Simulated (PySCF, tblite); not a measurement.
**C3H4ClFS+ (doublet): geometry, infrared bands and EPR parameters**

What infrared bands and EPR parameters should C3H4ClFS+ (doublet) (`C[S+]/C(Cl)=C\F`) show?

Computed with tblite 0.8.0 and PySCF 2.14.0, with density-fitted response routines of our own, on a single molecule in the gas phase. Atoms count from 0, in the outputs and in this text.

**1. The starting structure**

10 atoms, charge 1, multiplicity 2; geometry from: force field or distance geometry start.

Bonds of the start (Å): C0–S1 1.78, S1–C2 1.79, C2–Cl3 1.77, C2–C4 1.34, C4–F5 1.36, C0–H6 1.11, C0–H7 1.11, C0–H8 1.12, C4–H9 1.08.

**2. Geometry optimisation with GFN2-xTB**

What the job is given:

```
{"job": {"kind": "relax", "xc": "GFN2-xTB", "basis": "xTB"}, "charge": 1, "multiplicity": 2}
C     -1.975800     0.162400    -0.144200
S     -0.502200    -0.814600    -0.380700
C      1.015600     0.112600    -0.157700
Cl     0.985300     1.844200     0.222800
C      2.183600    -0.519200    -0.300700
F      2.217000    -1.839600    -0.612300
H     -2.284900     0.227400     0.923800
H     -1.932200     1.184900    -0.572000
H     -2.820800    -0.357100    -0.667700
H      3.123400     0.003700    -0.186700
```

Started as:

```bash
OMP_NUM_THREADS=1 python probes_run.py task.json out
```

The driver reads the jobs from task.json and runs them one after another.

The log of the run:

```text
step      E/eV     max force
  0    -556.55293    2.455
  1    -556.69255    1.413
  2    -556.73283    0.822
  3    -556.76114    0.415
  4    -556.77145    0.340
  5    -556.78338    0.341
  6    -556.79077    0.292
  7    -556.80155    0.303
  8    -556.81152    0.371
  9    -556.82492    0.415
 10    -556.83877    0.354
 11    -556.84877    0.265
 12    -556.85268    0.189
 13    -556.85459    0.169
 14    -556.85731    0.214
 15    -556.86049    0.218
 16    -556.86288    0.148
 17    -556.86400    0.112
 18    -556.86469    0.091
 19    -556.86561    0.098
 20    -556.86679    0.119
 21    -556.86787    0.090
 22    -556.86867    0.070
 23    -556.86941    0.085
 24    -556.87029    0.095
 25    -556.87101    0.072
 26    -556.87133    0.035
 27    -556.87145    0.029
 28    -556.87155    0.031
 29    -556.87175    0.053
 30    -556.87207    0.073
 31    -556.87244    0.074
 32    -556.87277    0.054
 33    -556.87306    0.053
 34    -556.87349    0.070
 35    -556.87416    0.090
 36    -556.87512    0.129
 37    -556.87630    0.135
 38    -556.87767    0.106
 39    -556.87931    0.118
 40    -556.88151    0.128
 41    -556.88334    0.089
 42    -556.88364    0.120
 43    -556.88301    0.120
 44    -556.88412    0.025
 45    -556.88416    0.014
 46    -556.88420    0.013
 47    -556.88422    0.012
 48    -556.88424    0.014
 49    -556.88426    0.012
 50    -556.88429    0.010
```

Wall time 0.28 s (1 thread of Arm Neoverse V1, shared host).

The steps of the relaxation: (not every step is listed)

| step | energy from step 0 (eV) | largest force (eV/Å) |
| --- | --- | --- |
| 0 | 0.0000 | 2.4546 |
| 1 | -0.1396 | 1.4126 |
| 2 | -0.1799 | 0.8223 |
| 3 | -0.2082 | 0.4147 |
| 4 | -0.2185 | 0.3400 |
| 5 | -0.2305 | 0.3410 |
| 6 | -0.2378 | 0.2925 |
| 7 | -0.2486 | 0.3026 |
| 8 | -0.2586 | 0.3711 |
| 11 | -0.2958 | 0.2648 |
| 14 | -0.3044 | 0.2139 |
| 17 | -0.3111 | 0.1124 |
| 20 | -0.3139 | 0.1190 |
| 23 | -0.3165 | 0.0851 |
| 26 | -0.3184 | 0.0346 |
| 29 | -0.3188 | 0.0527 |
| 32 | -0.3198 | 0.0540 |
| 35 | -0.3212 | 0.0898 |
| 38 | -0.3247 | 0.1064 |
| 41 | -0.3304 | 0.0890 |
| 44 | -0.3312 | 0.0253 |
| 45 | -0.3312 | 0.0145 |
| 46 | -0.3313 | 0.0130 |
| 47 | -0.3313 | 0.0122 |
| 48 | -0.3313 | 0.0137 |
| 49 | -0.3313 | 0.0124 |
| 50 | -0.3314 | 0.0096 |

Distances of close pairs at the start and the end, largest changes first:

| bond | before (Å) | after (Å) | change (Å) |
| --- | --- | --- | --- |
| C2–Cl3 | 1.773 | 1.706 | -0.067 |
| C4–F5 | 1.357 | 1.305 | -0.052 |
| S1–C2 | 1.793 | 1.748 | -0.045 |
| C0–H8 | 1.122 | 1.088 | -0.034 |
| C2–C4 | 1.336 | 1.367 | +0.031 |
| C0–H6 | 1.114 | 1.089 | -0.025 |
| C0–H7 | 1.109 | 1.089 | -0.020 |
| C4–H9 | 1.082 | 1.085 | +0.004 |

The final coordinates are the input of the step that follows.

**3. Infrared spectrum with GFN2-xTB**

What the job is given:

```
{"job": {"kind": "ir", "xc": "GFN2-xTB", "basis": "xTB"}, "charge": 1, "multiplicity": 2}
C     -1.890514     0.188764    -0.188081
S     -0.535397    -0.922653    -0.517813
C      0.859688     0.057769    -0.134110
Cl     0.704631     1.666071     0.413755
C      2.101235    -0.492857    -0.286046
F      2.234565    -1.723256    -0.699764
H     -1.884638     0.486880     0.859403
H     -1.810176     1.074486    -0.816594
H     -2.810166    -0.345858    -0.416017
H      3.039654     0.015309    -0.090101
```

The log of the run:

```text
mode    cm-1     km/mol
  1      84.5      1.02
  2     144.1      0.94
  3     150.6      0.70
  4     212.7      6.14
  5     224.1     10.73
  6     309.4      2.00
  7     403.0      9.10
  8     439.8      8.84
  9     602.6      0.21
 10     755.3     33.54
 11     768.0      9.47
 12     883.3      3.40
 13     889.7     21.00
 14     943.7      4.93
 15    1173.4     91.64
 16    1185.4      5.66
 17    1304.0     41.84
 18    1366.7      9.29
 19    1374.4     36.74
 20    1474.0    209.37
 21    3013.2     14.06
 22    3014.2     43.43
 23    3036.4     67.11
 24    3050.8     21.52
```

Run time: 0.27 s. Hardware: 1 thread of Arm Neoverse V1, shared host.

Which atoms move in the most intense modes:

| cm⁻¹ | km/mol | atoms |
| --- | --- | --- |
| 755 | 33.5 | C0 55 %, S1 34 % |
| 1173 | 91.6 | C4 37 %, F5 34 %, H9 17 %, C2 11 % |
| 1304 | 41.8 | H6 30 %, H7 30 %, H8 26 %, C0 13 % |
| 1374 | 36.7 | H8 55 %, H6 21 %, H7 18 % |
| 1474 | 209.4 | C4 59 %, C2 32 % |
| 3014 | 43.4 | H7 71 %, H6 24 % |
| 3036 | 67.1 | H9 92 % |
| 3051 | 21.5 | H8 91 % |

**4. g tensor and hyperfine couplings: B3LYP/pcH-1**

The job, as its differences from that of step 3:

```diff
@@ -1,2 +1,2 @@
-{"job": {"kind": "ir", "xc": "GFN2-xTB", "basis": "xTB"}, "charge": 1, "multiplicity": 2}
+{"job": {"kind": "epr", "basis": "pcH-1"}, "charge": 1, "multiplicity": 2}
 C     -1.890514     0.188764    -0.188081
```

Method: UKS B3LYP, pcH-1 on C Cl F H S, non-relativistic, mean-field spin-orbit, GIAO.

The log of the run:

```text
UKS, coarse grid
  cycle   1  E = -1074.56245463  |g| = 4.33e-01
  cycle   2  E = -1074.39860736  |g| = 7.70e-01
  cycle   3  E = -1074.63168475  |g| = 9.92e-02
  cycle   4  E = -1074.63424728  |g| = 4.81e-02
  cycle   5  E = -1074.63530750  |g| = 1.50e-02
  cycle   6  E = -1074.63543374  |g| = 5.73e-03
  cycle   7  E = -1074.63545506  |g| = 2.34e-03
  cycle   8  E = -1074.63546094  |g| = 1.19e-03
  cycle   9  E = -1074.63546238  |g| = 1.98e-04
UKS, final grid
  cycle   1  E = -1074.63548195  |g| = 2.50e-04
  cycle   2  E = -1074.63548188  |g| = 4.53e-04
  cycle   3  E = -1074.63548199  |g| = 5.87e-05
  cycle   4  E = -1074.63548199  |g| = 2.36e-05
E = -1074.63548199 Eh   <S^2> = 0.7600 (exact 0.7500)
g shifts (ppm)      1          2          3
  rmc          -242       -242       -242
  gc             -7         52         50
  oz_so         -81      12641      18667
  total        -329      12452      18475
hyperfine (MHz)  atom isotope    a_iso     a_fc   dipolar eigenvalues
    0   13C      -8.40      -8.58     -2.56     -1.62      4.17
    1   33S      19.73      19.68    -49.57    -47.00     96.57
    2   13C     -20.70     -21.19     -6.29     -3.33      9.62
    3  35Cl       2.65       2.05    -10.75    -10.04     20.79
    4   13C      37.53      37.59    -39.95    -38.32     78.26
    5   19F      83.42      83.86   -177.29   -158.99    336.28
    6    1H      55.93      55.92     -3.28     -1.23      4.50
    7    1H      54.82      54.81     -3.28     -1.18      4.47
    8    1H      -1.08      -1.14     -2.11     -2.00      4.12
    9    1H     -34.71     -34.73    -17.38     -3.39     20.78
```

Wall time 39 s (1 thread of Arm Neoverse V1, shared host); peak memory 0.69 GiB.

Principal g values 2.00199, 2.01477, 2.02079; g(iso) = 2.01252, against 2.00232 for a free electron.

Hyperfine couplings; where a row names several nuclei, a(iso) is their mean (it holds for fast rotation or exchange) and the dipolar term the largest among them:

| nuclei | isotope | a(iso) (MHz) | a(iso) (G, at g = 2.0023) | largest dipolar term (MHz) |
| --- | --- | --- | --- | --- |
| F5 | 19F | 83.4 | 29.8 | 336.3 |
| C4 | 13C | 37.5 | 13.4 | 78.3 |
| H6, H7, H8 | 1H | 36.6 | 13.0 | 4.5 |
| H9 | 1H | -34.7 | -12.4 | 20.8 |
| C2 | 13C | -20.7 | -7.4 | 9.6 |
| S1 | 33S | 19.7 | 7.0 | 96.6 |
| C0 | 13C | -8.4 | -3.0 | 4.2 |
| Cl3 | 35Cl | 2.7 | 0.9 | 20.8 |

Mulliken spin populations:

| atom | value (e) |
| --- | --- |
| C0 | -0.02 |
| S1 | 0.48 |
| C2 | -0.01 |
| Cl3 | 0.05 |
| C4 | 0.42 |
| F5 | 0.06 |
| H6 | 0.02 |
| H7 | 0.02 |
| H8 | 0.00 |
| H9 | -0.02 |

In first order the couplings over 0.8 MHz of 19F, 1H, 35Cl give 64 distinct lines over 84.1 G, if the averaged nuclei exchange fast.

The fields below are evaluated on a grid from the run's orbitals.

ELF in a plane through or near 8 of the atoms.

Ten even steps from ' ' (0.00) to '@' (1.00):
```
                                                        
                                                        
                    ........                            
                ..==**####**++--..                      
                ::**%%@@%%**%%##==..                    
                  **%%%%::==##%%++..                    
          ++++    ::####::--##%%::                      
        **@@@@%%::  --**##**##==    ----..              
      --@@@@@@@@##==++====**..  ::++####--              
      ..++%%@@@@--**%%----**--::==++::====::            
          ..--++==--%%++**%%****%%**..--%%%%++..        
            ::**##==::::**++::..%%%%**@@@@@@@@--        
        ..++%%++****    ++====::**==::%%@@@@@@--        
        ..==%%%%%%##..  ++%%%%##**--  --@@@@##          
          ..==****++    ==%%@@%%**::    ..::            
              ......    ::**##**--..                    
                          ::::::                        
                                                        
                                                        
                                                        
```
The map spans 11.2 Å across and 8.9 Å up, centred on the molecule. Atoms in the plane (x, y in Å): C0 (1.9, -0.1), S1 (0.4, -1.1), C2 (-0.8, 0.2), Cl3 (-0.4, 1.9), C4 (-2.2, -0.1), F5 (-2.5, -1.4), H8 (2.7, -0.9), H9 (-3.0, 0.6).

On the surface of density 0.002 e/bohr³ the electrostatic potential runs, from the 1st to the 99th percentile, from 3.52 V near F5 to 5.85 V near H9.

The spin density lies nearest to S1 40 %; C4 30 %; C2 8 %; F5 8 %.

**5. Outcome**

| quantity | value |
| --- | --- |
| strongest single infrared mode (GFN2-xTB) | 1474 cm⁻¹, 209 km/mol |
| zero-point energy (GFN2-xTB) | 38.3 kcal/mol |
| g(iso) (B3LYP) | 2.01252 |
| ⟨S²⟩ | 0.760 (exact 0.75) |
| largest a(iso) (averaged by class) | 19F on F5, 83.4 MHz |

What this shows: The optimisation took 50 steps and gained 0.331 eV; among the close pairs (by a distance rule), C2–Cl3 changed most, from 1.773 to 1.706 Å. All 24 modes are real, so the xTB geometry is a minimum. The strongest single mode, at 1474 cm⁻¹, moves mainly C4 and C2. GFN2-xTB is a fitted tight-binding method: band positions and strengths are rough. Its intensities can rank the bands wrongly. The largest spin populations lie on S1 (0.48 e), C4 (0.42 e). The isotropic g lies 10.2 ppt above the free-electron value.
